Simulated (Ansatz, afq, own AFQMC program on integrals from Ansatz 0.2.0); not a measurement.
**BH4⁺, triplet: a scan with AFQMC**

```yaml
atoms:
  - { symbol: B, position_ang: [0.0000, 0.0000, 0.0000] }
  - { symbol: H, position_ang: [0.4725, 0.4863, 1.0573] }
  - { symbol: H, position_ang: [-0.4858, -0.4709, 1.0582] }
  - { symbol: H, position_ang: [-0.4719, 0.4714, -1.0643] }
  - { symbol: H, position_ang: [0.4852, -0.4868, -1.0513] }
```

The B1–H5 distance is changed with both sides rigid. Energies in eV count from this geometry (1.256 Å) at the same level; the start stands on UHF, each point on the determinant named.

Basis 6-31G. Only valence electrons are correlated. Integrals, coupled cluster, full CI and functionals: Ansatz 0.2.0; the random walks run on the same integrals in our own AFQMC program. The CISD trial takes its coefficients from CCSD amplitudes. Released means that phaseless walkers are propagated on without the constraint, phases kept. Error bars are statistical, one sigma.

Cautions, each for one point or more: lower spins were not checked.

```json
{"r(B1–H5) / Å": "1.110", "det.": "UHF", "T1": "0.008", "weight": "0.96", "⟨S²⟩": "2.00", "CCSD(T)": "0.250", "ph-AFQMC/CISD": "0.251 ± 0.001", "FCI": "0.251", "CCSDT(Q)": "0.251", "CCSD": "0.248", "B2PLYP": "0.227"}
{"r(B1–H5) / Å": "1.363", "det.": "UHF", "T1": "0.009", "weight": "0.95", "⟨S²⟩": "2.00", "CCSD(T)": "0.064", "ph-AFQMC/CISD": "0.063 ± 0.001", "FCI": "0.063", "CCSDT(Q)": "0.063", "CCSD": "0.065", "B2PLYP": "0.077"}
{"r(B1–H5) / Å": "1.700", "det.": "UHF", "T1": "0.022", "weight": "0.94", "⟨S²⟩": "2.01", "CCSD(T)": "0.600", "ph-AFQMC/CISD": "0.597 ± 0.001", "FCI": "0.595", "CCSDT(Q)": "0.595", "CCSD": "0.606", "B2PLYP": "0.663"}
{"r(B1–H5) / Å": "2.363", "det.": "UHF", "T1": "0.012", "weight": "0.96", "⟨S²⟩": "2.01", "CCSD(T)": "0.972", "ph-AFQMC/CISD": "0.973 ± 0.001", "FCI": "0.971", "CCSDT(Q)": "0.971", "CCSD": "0.968", "B2PLYP": "1.188"}
{"r(B1–H5) / Å": "3.395", "det.": "UHF", "T1": "0.009", "weight": "0.96", "⟨S²⟩": "2.01", "CCSD(T)": "0.976", "ph-AFQMC/CISD": "0.977 ± 0.001", "FCI": "0.976", "CCSDT(Q)": "0.976", "CCSD": "0.969", "B2PLYP": "1.327"}
```

Weight is that of the determinant in the CISD state; at the start T1 is 0.007 and the weight 0.95, and ⟨S²⟩ is 2.00. Symmetry can't show for every point that it stays on the start's state. Largest departures from full CI: CCSD(T) 0.005 eV at 1.700 (on UHF), ph-AFQMC/CISD 0.002 eV at 2.363 (on UHF) (within the noise), CCSDT(Q) 0.000 eV at 1.700 (on UHF), CCSD 0.011 eV at 1.700 (on UHF). The functionals aren't scored here. In this small basis the wave-function levels are far from their limit, so their gap to the functionals isn't the functionals' error.

Some points may be missing: those where a free walk finds a much lower state, and past Zn most of those on another determinant than at the start.

CCSDT and higher add their correlation energy to the determinant of the CCSD(T) run, since their own runs factorise the integrals more tightly (a shift of under 2 meV). A walk keeps the symmetry of its determinant, which the program's search chose and which needn't be the lowest solution, so a lower state of the same spin and another symmetry isn't excluded.
